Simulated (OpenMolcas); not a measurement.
## What P2H2 (phosphanylidenephosphane) costs in OpenMolcas

P2H2: 4 atoms, total charge 0, spin state singlet. As SMILES, `P=P`. The P2–H4 distance was set to 2.806 Å, away from the relaxed value. At this shape a bond of the SMILES string is far longer than usual.

```xyz
4

P     1.0373   -1.0677    1.0035
P     1.0861    0.9394    0.8269
H     2.0990   -1.1317    1.9184
H    -1.0373    1.0677   -1.0034
```

Program: OpenMolcas 26.06. Hardware: 1 thread of Arm Neoverse V1, shared host, so times are rough. Two-electron integrals are exact unless an approximation is named.

(1) Estimate their order by wall time, quickest first.
A. energy at SVWN5/STO-3G, grid UltraFine
B. energy at UB3LYP/STO-3G, grid UltraFine
C. energy at HF/STO-3G

Results:

(1) C (1.6 s), A (4.5 s), B (12 s).
